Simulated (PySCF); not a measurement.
**LiS and its ions**

UHF-CCSD(T); basis Li def2-TZVP, S def2-TZVP; no relativity; PySCF 2.14. Neutral (UHF): doublet (π ↑), Re = 2.158 Å, ωe = 583 cm⁻¹, De = 2.91 eV.

LiS⁺ (UHF): triplet (π ↑↑), Re = 2.475 Å, ωe = 339 cm⁻¹, De = 0.74 eV to Li⁺ + S. The energies at the minima are -405.21975 hartree for LiS and -404.94260 for LiS⁺.

(1) Work out the adiabatic ionisation energy, without and with harmonic zero-point energies (1 hartree = 27.2114 eV, 1 eV = 8065.5 cm⁻¹), and the change of the bond length.

Correlated steps freeze 5 core orbitals. For an ion De counts to the pair picked by the measured ionisation energies or electron affinities, which need not be the lowest pair at this level. States were picked by a PBE0 search and need not be the measured ground states.

Answers

(1) At UHF-CCSD(T): 0.27715 hartree = 7.542 eV between the minima; the zero-point term (339.0 − 583.0)/2 cm⁻¹ = -0.015 eV makes it 7.527 eV. Re changes by +31.7 pm against the neutral. The electron leaves a π orbital, and the ion is left as a loose complex of an ion and an atom.
